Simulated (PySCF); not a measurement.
Homolysis of single bonds, series Si NH2-H. Isolated molecules, 0 K electronic values unless said otherwise. One relaxed conformer stands for each flexible species; it need not be the lowest. Strings in code marks are SMILES.

The highest occupied spin orbital from two functionals at the same geometries (CAM-B3LYP-D3(BJ)/def2-TZVP), both in PySCF: PBE-D3(BJ)/def2-TZVP and CAM-B3LYP-D3(BJ)/def2-TZVP. 

```tsv
species	CAM-B3LYP-D3(BJ)/def2-TZVP (eV)
radical fragment (`N[Si](N)N`)	-5.81
radical fragment (`[NH2]`)	-10.18
radical fragment (`N[SiH]N` (H–N–Si–N torsion 36°, N–Si–N–H torsion 56°))	-6.20
radical fragment (`N[SiH2]` (H–N–Si–H torsion 165°))	-6.49
```

Question: What does PBE-D3(BJ)/def2-TZVP give for each?

Answer: 
- radical fragment (`N[Si](N)N`): -3.37
- radical fragment (`[NH2]`): -7.03
- radical fragment (`N[SiH]N` (H–N–Si–N torsion 36°, N–Si–N–H torsion 56°)): -3.78
- radical fragment (`N[SiH2]` (H–N–Si–H torsion 165°)): -4.10
Over these rows, drawn at random from the members with no instability flagged (it was tested for open shells, ions and some series alone), PBE minus CAM-B3LYP-D3(BJ): mean +2.60 eV, from +2.39 eV to +3.15 eV.
